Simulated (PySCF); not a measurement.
Compound: 4-cyano-1-butyne, C5H5N.
Geometry (PBE0-D3(BJ)/def2-SVP, Å), atoms numbered from 1 in this order:
```xyz
11
C5H5N angstrom
C      2.5484    0.0851    0.7154
C      1.4252   -0.2177    0.3816
C      0.0671   -0.5602   -0.0143
C     -0.9049    0.6126    0.1925
C     -2.2662    0.2757   -0.2024
N     -3.3392   -0.0155   -0.5224
H      3.5486    0.3450    1.0093
H      0.0551   -0.8665   -1.0731
H     -0.2796   -1.4327    0.5633
H     -0.9093    0.9200    1.2500
H     -0.5738    1.4872   -0.3892
```

Computed with PySCF, PBE0-D3(BJ)/def2-SVP geometry optimisation, gas phase.

Masses are those of the commonest isotopes; rigid-rotor values at the optimised geometry. The values belong to one conformer with, in the numbering `[CH:1]#[C:2][CH2:3][CH2:4][C:5]#[N:6]`, C2–C3–C4–C5 180°.

(1) What are A, B and C (MHz)?

(2) Classify the top.

(3) What does the inertial defect say?

(4) Give the other two planar moments, Paa and Pbb, and the rms extents of the mass along the axes.

(5) Where do the levels up to J = 5 lie, in MHz?

(6) Which types of transition are allowed, and where do some lines up to J = 2 fall?

Answers

(1) Ia = 19.75, Ib = 344.31, Ic = 357.78 u·Å²; 505379 MHz·u·Å²/I gives A = 25583, B = 1468, C = 1413 MHz.

(2) A near-prolate asymmetric top: κ = (2 × 1468 − 25583 − 1413)/(25583 − 1413) = -1.00.

(3) Not planar: Δ = Ic − Ia − Ib = -6.28 u·Å². For a rigid frame Δ = −2 Σ m c², so Σ m c² = 3.14 u·Å² lies off the ab plane, practically all of it from hydrogen. The atom farthest from that plane is 0.88 Å away.

(4) Paa = Σ m a² = (Ib + Ic − Ia)/2 = 341.17 and Pbb = Σ m b² = (Ia + Ic − Ib)/2 = 16.61 u·Å². With the mass M = 79.04 u, the rms extents √(P/M) along a, b and c are 2.08, 0.46, 0.20 Å.

(5) Above 0(0,0):
J = 1: 1(0,1) 2880, 1(1,1) 26995, 1(1,0) 27051
J = 2: 2(0,2) 8641, 2(1,2) 32701, 2(1,1) 32867, 2(2,1) 105212, 2(2,0) 105212
J = 3: 3(0,3) 17282, 3(1,3) 41259, 3(1,2) 41591, 3(2,2) 113853, 3(2,1) 113853, 3(3,1) 234566, 3(3,0) 234566
J = 4: 4(0,4) 28802, 4(1,4) 52669, 4(1,3) 53222, 4(2,3) 125374, 4(2,2) 125376, 4(3,2) 246088, 4(3,1) 246088, 4(4,1) 415087, 4(4,0) 415087
J = 5: 5(0,5) 43202, 5(1,5) 66933, 5(1,4) 67762, 5(2,4) 139776, 5(2,3) 139779, 5(3,3) 260490, 5(3,2) 260490, 5(4,2) 429489, 5(4,1) 429489, 5(5,1) 646773, 5(5,0) 646773

(6) The dipole components are |μa| = 3.25 D, |μb| = 0.84 D, |μc| = 0.00 D; the mirror of this Cs structure is the ab plane, so μc vanishes by symmetry and there are no c-type lines. The squared components, which scale the intensities, stand as 1.00 : 0.07 (a : b). Some lines, for components of 0.1 D or more:

```csv
type,branch,"J(Ka,Kc)",MHz,lower level (cm⁻¹)
a,R,"1(0,1) ← 0(0,0)",2880,0.000
a,R,"2(1,2) ← 1(1,1)",5705,0.900
a,R,"2(0,2) ← 1(0,1)",5761,0.096
a,R,"2(1,1) ← 1(1,0)",5816,0.902
b,Q,"1(1,0) ← 1(0,1)",24170,0.096
b,Q,"2(1,1) ← 2(0,2)",24226,0.288
b,R,"1(1,1) ← 0(0,0)",26995,0.000
b,R,"2(1,2) ← 1(0,1)",29820,0.096
b,Q,"2(2,0) ← 2(1,1)",72345,1.096
b,Q,"2(2,1) ← 2(1,2)",72511,1.091
b,R,"2(2,1) ← 1(1,0)",78161,0.902
b,R,"2(2,0) ← 1(1,1)",78217,0.900
```

Not checked by PBE0-D3(BJ)/def2-SVP frequencies. Constants of a rigid frame at the computed geometry: no zero-point averaging, no centrifugal distortion. Quadrupole hyperfine structure (14N) is left out.

The run took 12 s of wall time on an x86-64 server with one thread, no GPU, on a shared host. This is the geometry optimisation.
